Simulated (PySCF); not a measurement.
## Oscillator strengths, rates and cross-sections

Species: 1,2-dimethoxyethane, C4H10O2.
SMILES: `COCCOC`

Theory: TDDFT PBE0/def2-SVPD, vertical, gas phase, core orbitals frozen in the response in PySCF 2.14.0, density-fitted response routines. One conformer (not necessarily the lowest) at the PBE0-D3(BJ)/def2-SVP geometry, without solvent, vibrations or thermal averaging. Torsions of this conformer, `[CH3:1][O:2][CH2:3][CH2:4][O:5][CH3:6]`: C1–O2–C3–C4 180°, O2–C3–C4–O5 177°, C3–C4–O5–C6 81°.

A / s⁻¹ = 0.6670 f (ν̃ / cm⁻¹)² and τ = 1/A in vacuum; |μ| follows from f = (2/3) ΔE |μ|² (atomic units, 1 au = 2.5417 D); ∫σ dE = 109.76 f Mb·eV.

These lifetimes count emission to the ground state at the vertical energy alone; relaxation of the geometry and all other decay channels are left out.

Energies and rates of the computed singlets with f of 0.002 or more:

```tsv
state	E (eV)	A (s⁻¹)
S1	7.01	4.06×10⁷
S2	7.13	3.55×10⁷
S3	7.51	2.81×10⁷
S4	7.67	1.13×10⁷
S5	7.84	4.58×10⁷
S6	8.00	3.42×10⁷
```

Question: Go back from the rates to the oscillator strengths and transition dipoles.

Answer: f = A / (0.6670 ν̃²), and |μ| follows from f:

```json
{"state": "S1", "f": "0.019", "|μ| (D)": "0.85", "τ": "25 ns", "main configurations (H = HOMO, L = LUMO)": "H→L (84%), H-1→L+1 (8%)"}
{"state": "S2", "f": "0.016", "|μ| (D)": "0.77", "τ": "28 ns", "main configurations (H = HOMO, L = LUMO)": "H-1→L (66%), H→L+1 (28%)"}
{"state": "S3", "f": "0.011", "|μ| (D)": "0.63", "τ": "36 ns", "main configurations (H = HOMO, L = LUMO)": "H→L+1 (51%), H-1→L (20%)"}
{"state": "S4", "f": "0.0044", "|μ| (D)": "0.39", "τ": "88 ns", "main configurations (H = HOMO, L = LUMO)": "H-1→L+1 (73%)"}
{"state": "S5", "f": "0.017", "|μ| (D)": "0.76", "τ": "22 ns", "main configurations (H = HOMO, L = LUMO)": "H→L+2 (69%)"}
{"state": "S6", "f": "0.012", "|μ| (D)": "0.64", "τ": "29 ns", "main configurations (H = HOMO, L = LUMO)": "H→L+3 (37%), H-1→L+4 (22%), H→L+4 (20%)"}
```

Question: By what factor does the largest A in the list exceed the smallest?

Answer: S5 has 4 times the rate of S4.

Question: Suppose S1 emitted 0.3 eV lower with the same transition dipole. How would A change?

Answer: At fixed |μ|, A goes as the cube of the energy: (6.71/7.01)³ = 0.88, which makes τ about 28 ns.

Question: How much energy does a mole of photons resonant with S5 carry?

Answer: 7.845 eV × 96.485 = 757 kJ/mol (181 kcal/mol).

Hardware: an Arm Neoverse V2 with one thread, on a shared host. Cost: 23 s.
